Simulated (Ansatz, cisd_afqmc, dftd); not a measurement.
Species: Si2, charge 0, triplet. Si2 (SMILES [Si]=[Si], triplet).
B3LYP-D3(BJ)/def2-TZVP minimum from Ansatz (an electronic-structure program):
```
Si
Si 1 2.2679
```
Charge 0, spin multiplicity 3.

Property: atomisation energy (electronic, to ground-state atoms), in kcal/mol. Open shells are spin-unrestricted; no spin-orbit coupling. Cores are frozen in correlated methods. Rows without X2C or -DK are non-relativistic. AFQMC/CISD: phaseless, guided by CISD from CCSD amplitudes; bars are statistical, one sigma. Outlying blocks are dropped, and bars are widened where a walk drifts. Over all cases where full CI ran beside it in this data, AFQMC minus full CI had a median of +0.1 mEh and passed +0.4 mEh in a tenth of the cases. CBS(X,Y): correlation extrapolated as X^-3, Hartree-Fock from the larger set (Q,5: extrapolated as (X+1)exp(-9√X)). A bracket is a step between two methods taken in the basis named. Functionals run without relativity, which enters their misses. '+ core + X2C': CCSD(T) terms for core correlation (cc-pwCVTZ, 1s frozen past Ne) and scalar relativity (cc-pVTZ-DK).

| level | program | atomisation energy (kcal/mol) | difference against the last row |
|---|---|---|---|
| HF/CBS(cc-pV(Q+d)Z,cc-pV(5+d)Z) | Ansatz | 41.8 | -34.9 |
| CAM-B3LYP-D3(BJ)/def2-TZVPD | Ansatz + dftd3 | 73.2 | -3.5 |
| MP2/cc-pV(D+d)Z | Ansatz | 62.5 | -14.2 |
| CCSD/CBS(cc-pV(Q+d)Z,cc-pV(5+d)Z) | Ansatz | 71.3 | -5.4 |
| CCSDT(Q)/cc-pV(T+d)Z | Ansatz | 71.5 | -5.2 |
| CCSDT(Q)/cc-pV(Q+d)Z | Ansatz | 74.5 | -2.2 |
| AFQMC/CISD/cc-pV(D+d)Z | cisd_afqmc | 62.3 ± 0.2 | -14.4 |
| AFQMC/CISD/cc-pV(T+d)Z | cisd_afqmc | 70.4 ± 0.2 | -6.3 |
| CCSD(T)/CBS(cc-pV(Q+d)Z,cc-pV(5+d)Z) + [CCSDT(Q) - CCSD(T)]/cc-pV(D+d)Z + core + X2C | Ansatz | 76.8 | 0.1 |
| CCSD(T)/CBS(cc-pV(Q+d)Z,cc-pV(5+d)Z) + [AFQMC/CISD - CCSD(T)]/cc-pV(Q+d)Z + core + X2C | Ansatz + cisd_afqmc | 75.7 ± 0.2 | -1.0 |
| CCSD(T)/CBS(cc-pV(Q+d)Z,cc-pV(5+d)Z) + [CCSDT(Q) - CCSD(T)]/cc-pV(Q+d)Z + [CCSDTQ - CCSDT(Q)]/cc-pV(D+d)Z + core + X2C | Ansatz | 76.7 | 0.0 |
